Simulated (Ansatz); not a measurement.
# C₂H₂O₂S: how energies converge with the basis set

How large a basis does C₂H₂O₂S need? Two functionals are run in growing sets.

Method: one geometry, several basis sets; program: Ansatz 0.2.0, Gaussian basis.

Levels to be run: PBE0-D4/def2-SVP; ωB97M-V/def2-SVP; PBE0-D4/def2-QZVPP; ωB97M-V/def2-QZVPP; the functionals' def2-TZVPP values are taken from earlier runs.

## (1) The geometry

An earlier PBE0-D4 in a triple-zeta def2 set relaxation fixed the geometry.

7 atoms, charge 0, spin multiplicity 1.

Atoms are counted from 1 here; the program's logs count them from 0.

Bond lengths: S1–C2 1.594 Å, C2–O3 1.359 Å, C2–O5 1.359 Å, O3–C4 1.424 Å, C4–O5 1.424 Å, C4–H6 1.091 Å, C4–H7 1.091 Å. Angles: S1–C2–O3 132.2°, S1–C2–O5 132.2°, O3–C2–O5 95.7°, C2–O3–C4 87.1°, O3–C4–O5 90.1°, O3–C4–H6 112.8°, O3–C4–H7 112.8°, O5–C4–H6 112.8°, O5–C4–H7 112.8°, H6–C4–H7 113.5°, C2–O5–C4 87.1°.

## (2) PBE0-D4 in def2-SVP

in.yaml reads:

```yaml
crystal:
  periodic: [false, false, false]
  atoms:
    - {symbol: S, position_ang: [-1.141736, -2.363250, -0.009016]}
    - {symbol: C, position_ang: [-0.441891, -0.931585, -0.007506]}
    - {symbol: O, position_ang: [-0.829748, 0.273740, -0.500886]}
    - {symbol: C, position_ang: [0.400581, 0.791852, -0.005678]}
    - {symbol: O, position_ang: [0.747074, -0.498112, 0.487594]}
    - {symbol: H, position_ang: [1.065850, 1.133776, -0.799926]}
    - {symbol: H, position_ang: [0.261071, 1.525479, 0.789717]}
basis:
  gaussian: {orbitals: def2-SVP}
hamiltonian: {xc: pbe0, dispersion: d4}
output: {orbitals: {seedname: orbitals}}
```

Started as:

```
> ansatz run in.yaml --threads 2 --pin off --events-out ev --progress --plain --max-ram 4352MiB
```

After this run come: ωB97M-V in def2-SVP; PBE0-D4 in def2-QZVPP; ωB97M-V in def2-QZVPP.

**Question.** What will the summary of the whole plan be? Wanted: PBE0-D4: double and triple zeta above quadruple; ωB97M-V: double and triple zeta above quadruple.

**Answer**, as computed:

| quantity | value |
| --- | --- |
| PBE0-D4: double and triple zeta above quadruple | 11.62, 0.65 eV |
| ωB97M-V: double and triple zeta above quadruple | 11.74, 0.61 eV |

In words: PBE0-D4 gains 10.98 eV from double to triple zeta, then 0.65 eV more. These are total energies; as a rule much of such shifts cancels in differences, which this series doesn't test.
